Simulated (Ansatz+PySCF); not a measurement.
**doublet CH₃S: levels of theory in one basis**

```tsv
atom	x (Å)	y (Å)	z (Å)
C	-0.0039	1.1162	0.0000
S	-0.0039	-0.7326	0.0000
H	1.0433	1.4371	0.0000
H	-0.4792	1.5184	0.8952
H	-0.4792	1.5184	-0.8952
```

Basis set: cc-pVTZ on H, C; cc-pV(T+d)Z on S (spherical functions). Correlated methods keep 6 orbitals frozen. Correlation on ROHF uses semicanonical orbitals with singles. Charge 0, multiplicity 2.

Computed with Ansatz (development build ahead of 0.2.0) and PySCF 2.14.0; each method stands on the lowest determinant of its kind that the runs found.

```
  method  E − E(ROHF) (eV)  <S²> of the determinant
    ROHF              0.00                     0.75
     UHF             -0.16                     0.76
ROHF-MP2             -9.04                        –
 UHF-MP2             -9.01                     0.76
```

(1) What does ROHF-CCSD(T) give on the same scale?

## Answers

(1) -10.35 eV.
